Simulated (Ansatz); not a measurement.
**SiNH3F− (SMILES N[SiH-]F): methods side by side**

The species is SiNH3F− (6 atoms), meant as a singlet with charge -1. As SMILES, `N[SiH-]F`. The coordinates come from a GFN2-xTB relaxation. This is one conformer, not always the lowest.

```csv
atom,x (Å),y (Å),z (Å)
N,-0.7063,0.0641,-0.6564
Si,-0.0184,-0.5726,0.8640
F,1.3438,-1.3628,0.1754
H,-1.4214,0.7597,-0.4736
H,-0.0321,0.4875,-1.2964
H,0.8344,0.6242,1.3869
```

Quantity: the energy change with the N1–H4 bond stretched from 1.014 to 1.268 Å, in eV. The values are calculated.

```csv
level,kind,program,value (eV),less FCI/STO-3G,CPU time (all runs)
HF/STO-3G (restricted),Hartree–Fock,Ansatz,1.03,+0.44,0.28 s
PBE/STO-3G (restricted),GGA,Ansatz,0.56,-0.03,2.9 s
BHLYP/STO-3G (restricted),global hybrid,Ansatz,0.83,+0.24,2.7 s
r2SCAN0/STO-3G (restricted),hybrid meta-GGA,Ansatz,0.80,+0.21,6.4 s
CAM-B3LYP/STO-3G (restricted),range-separated hybrid,Ansatz,0.73,+0.14,3.1 s
RPA@PBE/STO-3G (restricted),RPA,Ansatz,0.51,-0.08,4.1 s
CCSD(T)/STO-3G (restricted),coupled cluster or CI,Ansatz,0.60,+0.01,0.45 s
CCSDT/STO-3G (restricted),coupled cluster or CI,Ansatz,0.59,0.00,1.1 s
FCI/STO-3G,exact in the basis,Ansatz,0.59,0.00,1.7 min
```

FCI/STO-3G is exact within its basis and frozen core, so for wave-function methods in that basis the difference is their error; functionals converge differently with the basis, so for them it is only a difference. Sets without diffuse functions describe the anion poorly. The first shape isn't each level's own minimum. The values span 0.51 to 1.03 eV. All rows use very small basis sets, so even the best lies far from the true value. CPU times are rough (shared hosts, several kinds of processor): they show what a rung costs within a factor of a few.
